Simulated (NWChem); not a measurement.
# A calculation on chlorine (Cl2)

```xyz
2

Cl     0.0000     0.0000     1.0128
Cl     0.0000     0.0000    -1.0128
```
Charge 0, spin multiplicity 1.

Everything below was run with NWChem. All single points use one geometry, from PBE0/def2-SVP, a minimum by its harmonic frequencies.

Symmetry labels belong to the abelian group D2h used in the runs, with the axes of the coordinates shown; states degenerate in a higher group split over its labels.

B3LYP has NWChem's definition, with VWN1-RPA local correlation.

List the lowest 4 singlet excitations that TD-B3LYP/aug-cc-pVDZ, VWN1-RPA local correlation gives, with oscillator strengths.


| state | symmetry | energy (eV) | wavelength (nm) | f |
|---|---|---|---|---|
| 1 | b3u | 3.31 | 375 | 0.001 |
| 2 | b2u | 3.31 | 375 | 0.001 |
| 3 | b3g | 5.90 | 210 | 0.000 |
| 4 | b2g | 5.90 | 210 | 0.000 |
